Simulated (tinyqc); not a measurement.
UHF in the sto-6g basis, for LiH, spin multiplicity 3, step by step. This run ends on a higher stationary point, not on the lowest solution. Computed by tinyqc, a small Python program that keeps every step (integrals from PySCF). Settings: charge = 0, multiplicity = 3, basis = sto-6g, energy threshold = 1e-09, iteration cap = 71, orthogonalisation = canonical, start = Wolfsberg-Helmholz matrix, DIIS depth = 6, shift = 0.5, method = UHF. Command: `OMP_NUM_THREADS=1 python tinyqc.py 25704 25705 out.jsonl` (the two numbers bound the seeds that draw the settings). One thread of a shared host (Intel(R) Xeon(R) Processor @ 2.60GHz), about 0.1 s of CPU time with the checks.

Geometry (angstrom):
```
atom       x       y       z
Li    0.0000  0.0000  0.0000
H     0.0000  0.0000  2.3880
```

Stop when the energy changes by less than 1e-09 hartree and every element of the error matrix X^T (F D S - S D F) X (for each spin) is below 9e-06.

Course of the cycle:
```
iteration  E (hartree)     change  largest element of the error matrix
1            -7.724112          -                             1.44e-01
2            -7.769727  -4.56e-02                             9.75e-02
3            -7.794736  -2.50e-02                             4.30e-02
4            -7.799356  -4.62e-03                             1.83e-02
5            -7.800160  -8.03e-04                             7.78e-03
6            -7.800302  -1.43e-04                             3.27e-03
7            -7.800327  -2.51e-05                             1.37e-03
8            -7.800332  -4.41e-06                             5.71e-04
9            -7.800333  -7.89e-07                             2.39e-04
10           -7.800333  -1.44e-07                             1.00e-04
11           -7.800333  -2.70e-08                             4.26e-05
12           -7.800333  -5.18e-09                             1.81e-05
13           -7.800333  -1.02e-09                             7.76e-06
14           -7.800333  -2.03e-10                             3.34e-06
```

Can the last value be used, and what does the course show?

No, though the log alone does not show it. Converged in 14 iterations. But the solution lies 0.06577 hartree above the reference: it is another stationary point, not the lowest one. Reruns (cap 100 unless said): DIIS 8: converged in 7 to a higher stationary point; damping 0.5: converged in 52 to a higher stationary point; level shift 0.5: converged in 24 to a higher stationary point; atomic densities as start, DIIS 8: converged in 8. PySCF UHF in the same basis, after a stability check = -7.866104 hartree.
